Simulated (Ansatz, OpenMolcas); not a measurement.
## From Ansatz to OpenMolcas

This Ansatz 0.2.0 job computes doublet [SiH2O2]+:

input.yaml:
```yaml
crystal:
  periodic: [false, false, false]
  atoms:
    - symbol: O
      position_ang: [-1.443200, -0.105600, -0.275000]
    - symbol: Si
      position_ang: [-0.212000, -0.791300, 0.567700]
    - symbol: O
      position_ang: [1.036000, 0.187500, 0.068600]
    - symbol: H
      position_ang: [-1.231900, 0.648900, -0.836100]
    - symbol: H
      position_ang: [1.901100, -0.013100, 0.433400]
basis:
  gaussian: {orbitals: aug-cc-pVDZ}
total_charge: 1
magnetization: {spin_polarized: true, initial_magnetization: 1}
hamiltonian: {xc: hf}
accuracy: high
output: {orbitals: {seedname: orbitals}}
```

```bash
$ ansatz run input.yaml --threads 1 --pin off --max-ram 3480MiB --events-out events.jsonl --progress --plain --runs-dir runs
```

The shape is that of a PBE0-D4/def2-TZVP optimisation. This is one conformer, not always the lowest. That shape belongs to the parent species and isn't relaxed for this state.

It gives a total energy of -439.587387 Eh.

Question: How is this level of theory, on these atoms, set up in OpenMolcas 26.06 as an input file of the program's own?

Answer: This input was run:

test.inp:
```
* H2O2Si Hartree-Fock
>>> EXPORT MOLCAS_PRINT=2

&GATEWAY
 BasLib=$CurrDir
 Coord
 5
 angstrom
 O       -1.443200      -0.105600      -0.275000
 Si      -0.212000      -0.791300       0.567700
 O        1.036000       0.187500       0.068600
 H       -1.231900       0.648900      -0.836100
 H        1.901100      -0.013100       0.433400
 Basis=aug-cc-pVDZ
 Group=NoSym

&SEWARD

&SCF
 UHF
 Charge=1
 Spin=2
 Thresholds=1e-10 1e-07 1e-07 1e-05
 PrOrbitals=1
```

```bash
$ export MOLCAS_MEM=1860
$ pymolcas test.inp > test.log
```

(Basis files named in the input come from the Basis Set Exchange and aren't shown.)

Its energy is -439.587387 Eh, the same as the first but for the last digit, at most.
